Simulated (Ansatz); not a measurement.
# H3N: the cost of one run

Computed with Ansatz 0.2.0 (the levels named in each step, unless a step's input says otherwise).

### 1 Starting point

Bond lengths: N1–H2 1.028 Å, N1–H3 1.028 Å, N1–H4 1.028 Å. Angles: H2–N1–H3 120.0°, H2–N1–H4 120.0°, H3–N1–H4 120.0°.

As a file:

```xyz
4

N     0.0000    0.0000    0.0000
H    -0.6302   -0.8123   -0.0077
H    -0.3890    0.9515    0.0205
H     1.0185   -0.1395   -0.0128
```

### 2 A rough first relaxation, PBE-D4/def2-SVP

This run stands in another session on the same molecule. It ended at:

```xyz
4

N    -0.0001    0.0000    0.0002
H    -0.6386   -0.8232   -0.0079
H    -0.3940    0.9642    0.0207
H     1.0320   -0.1412   -0.0130
```

### 3 Relaxation, PBE0-D4/def2-TZVPP

This run stands in another session on the same molecule. It ended at:

```xyz
4

N    -0.0002   -0.0001    0.0000
H    -0.6271   -0.8085   -0.0077
H    -0.3868    0.9469    0.0204
H     1.0134   -0.1386   -0.0127
```

### 4 Frequencies, PBE0-D4/def2-TZVPP

File input.yaml:

```yaml
crystal:
  periodic: [false, false, false]
  atoms:
    - { symbol: "N", position_ang: [-0.00015438, -5.965e-05, 3.68e-06] }
    - { symbol: H, position_ang: [-0.62709049, -0.80849435, -0.00765773] }
    - { symbol: H, position_ang: [-0.38678695, 0.94692141, 0.02040431] }
    - { symbol: H, position_ang: [1.01341184, -0.13860742, -0.01272026] }
magnetization:
  spin_polarized: true
  initial_magnetization: 1
total_charge: 1
basis:
  gaussian: { orbitals: def2-TZVPP }
hamiltonian:
  xc: pbe0
  dispersion: d4
phonons: {}
```

The run is started by

```
> ansatz run input.yaml --threads 2 --pin off --max-ram 5120MiB --backend cpu --events-out ev --progress --plain --runs-dir out
```

What time and memory should one allow on 2 threads of Intel Xeon Platinum 8175M at 2.50GHz (Skylake/Cascade Lake), shared host?

About 9 s, with a peak of 0.12 GiB.
